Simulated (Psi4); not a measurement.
# [AlH4]− (SMILES [AlH4-]): HF/cc-pVTZ (density fitting with def2-universal-jkfit, sweep point 3)

What is the vertical ionisation energy of [AlH4]− at HF/cc-pVTZ (density fitting with def2-universal-jkfit, sweep point 3)? 

Program for the calculation: Psi4 1.11.

2 further runs of the same task are left out: 2 set aside as unsound or not needed.

### Step 1. The system as given

[AlH4]−: 5 atoms, total charge -1, spin state singlet. SMILES: `[AlH4-]`. Geometry: a GFN2-xTB relaxation, a rough one for these elements and not checked as a minimum.

Bond lengths: Al1–H2 1.628 Å, Al1–H3 1.628 Å, Al1–H4 1.628 Å, Al1–H5 1.627 Å. Angles: H2–Al1–H3 109.4°, H2–Al1–H4 109.5°, H2–Al1–H5 109.4°, H3–Al1–H4 109.5°, H3–Al1–H5 109.4°, H4–Al1–H5 109.6°.

### Step 2. A single-point energy at HF/cc-pVTZ (density fitting with def2-universal-jkfit, sweep point 3)

input.dat reads:

```
memory 1600 mb

molecule m {
  -1 1
  Al    -0.00003779     0.00011338    -0.00204090
  H      2.72783856    -0.95293219     1.05146251
  H     -2.23548931    -1.14233944     1.77469850
  H     -0.38520177    -0.97723407    -2.89262268
  H     -0.10709078     3.07241122     0.06850257
  units bohr
  symmetry c1
}

set basis cc-pVTZ
set puream true
set scf_type df
set df_basis_scf def2-universal-jkfit

energy("scf")
print_variables()
```

Run with:

```console
$ psi4 -n 1 input.dat output.dat
```

output.dat:

```text
[...]
  Running in c1 symmetry.
[...]
  Nuclear repulsion =   18.102884363481468
[...]
  Multiplicity = 1
[...]
  Nalpha       = 9
  Nbeta        = 9
[...]
    Number of basis functions: 90
[...]
   @DF-RHF iter   1:  -244.22120140711539   -6.73371e-01   1.78129e-03 DIIS/ADIIS
[...]
   @DF-RHF iter   6:  -244.24696965395830   -1.32928e-07   3.29057e-07 DIIS
[...]
    Orbital Energies [Eh]
    ---------------------
    Doubly Occupied:
       1A    -58.211554     2A     -4.627852     3A     -2.942331
       4A     -2.942331     5A     -2.942327     6A     -0.356887
       7A     -0.195650     8A     -0.195456     9A     -0.195339
[...]
  @DF-RHF Final Energy:  -244.24696965395830
   => Energetics <=
    Nuclear Repulsion Energy =             18.1028843634814685
    One-Electron Energy =                -379.4802217032417389
    Two-Electron Energy =                 117.1303676858019855
    Total Energy =                       -244.2469696539583026
[...]
 Multipole Moments:
 ------------------------------------------------------------------------------------
     Multipole            Electronic (a.u.)      Nuclear  (a.u.)        Total (a.u.)
 ------------------------------------------------------------------------------------
 L = 1.  Multiply by 2.5417464519 to convert [e a0] to [Debye]
 Dipole X            :         -0.0001932            0.0000930           -0.0001002
 Dipole Y            :          0.0006452           -0.0002453            0.0003999
 Dipole Z            :         -0.0086262            0.0045670           -0.0040592
 Magnitude           :                                                    0.0040801
[...]
```

Wall time 1.7 s (1 thread of Intel Xeon Platinum 8488C (Sapphire Rapids), shared host); peak memory 0.29 GiB.

### Step 3. Doublet neutral AlH4, same level

calc.in reads:

```
memory 1600 MB

molecule m {
  0 2
  Al    -0.00003779     0.00011338    -0.00204090
  H      2.72783856    -0.95293219     1.05146251
  H     -2.23548931    -1.14233944     1.77469850
  H     -0.38520177    -0.97723407    -2.89262268
  H     -0.10709078     3.07241122     0.06850257
  units bohr
  symmetry c1
}

set reference uhf
set puream true
set scf_type df
set df_basis_scf def2-universal-jkfit
set maxiter 150

result, w = energy("scf/cc-pVTZ", return_wfn=True)
```

Run with:

```console
$ psi4 -n 1 calc.in calc.out
```

calc.out:

```text
[...]
  Running in c1 symmetry.
[...]
  Nuclear repulsion =   18.102884363481468
[...]
  Multiplicity = 2
[...]
  Nalpha       = 9
  Nbeta        = 8
[...]
    Number of basis functions: 90
[...]
   @DF-UHF iter   1:  -244.05712858738241   -5.09299e-01   1.73346e-03 ADIIS/DIIS
[...]
   @DF-UHF iter  14:  -244.09477048221692   -3.64257e-08   4.51949e-07 DIIS
[...]
   @S^2 Observed:                8.297335227E-01
[...]
    Orbital Energies [Eh]
    ---------------------
    Alpha Occupied:
       1A    -58.471383     2A     -4.887855     3A     -3.206902
       4A     -3.200264     5A     -3.199827     6A     -0.669226
       7A     -0.576742     8A     -0.454650     9A     -0.401315
    Alpha Virtual:
      10A      0.112557    11A      0.112648    12A      0.117706
      13A      0.196915    14A      0.236837    15A      0.240196
      16A      0.252115    17A      0.256122    18A      0.273203
      19A      0.278060    20A      0.360368    21A      0.374575
      22A      0.402276    23A      0.533829    24A      0.564702
      25A      0.603116    26A      0.609208    27A      0.722480
[...]
  @DF-UHF Final Energy:  -244.09477048221692
   => Energetics <=
    Nuclear Repulsion Energy =             18.1028843634814685
    One-Electron Energy =                -375.0291228058619026
    Two-Electron Energy =                 112.8314679601635362
    Total Energy =                       -244.0947704822169158
  UHF NO Occupations:
  HONO-2 :    7  A 1.9998100
  HONO-1 :    8  A 1.9596114
[...]
 Multipole Moments:
 ------------------------------------------------------------------------------------
     Multipole            Electronic (a.u.)      Nuclear  (a.u.)        Total (a.u.)
 ------------------------------------------------------------------------------------
 L = 1.  Multiply by 2.5417464519 to convert [e a0] to [Debye]
 Dipole X            :          0.1280436            0.0000930            0.1281366
 Dipole Y            :         -0.5341622           -0.0002453           -0.5344075
 Dipole Z            :          0.7136050            0.0045670            0.7181720
 Magnitude           :                                                    0.9043126
[...]
```

Wall time 1.9 s (1 thread of Intel Xeon Platinum 8488C (Sapphire Rapids), shared host); peak memory 0.29 GiB.

### Step 4. What came out

At HF/cc-pVTZ (density fitting with def2-universal-jkfit, sweep point 3):

```
                                                              quantity          value
                                         singlet [AlH4]−: total energy  -244.24697 Eh
                                          singlet [AlH4]−: HOMO energy       -5.32 eV
                                          singlet [AlH4]−: LUMO energy        8.22 eV
singlet [AlH4]−: HOMO–LUMO gap (to an unbound level, set by the basis)       13.53 eV
                                    doublet neutral AlH4: total energy  -244.09477 Eh
                                   doublet neutral AlH4: dipole moment         2.30 D
              doublet neutral AlH4: HOMO energy (highest over α and β)      -10.29 eV
               doublet neutral AlH4: LUMO energy (lowest over α and β)       -3.09 eV
                                            doublet neutral AlH4: ⟨S²⟩          0.830
                   vertical detachment energy (to the doublet neutral)       4.142 eV
```

In words: Removing an electron at fixed nuclei costs 4.14 eV (96 kcal/mol). −ε(HOMO) before ionisation, 5.32 eV, is 1.17 eV above this ionisation energy.
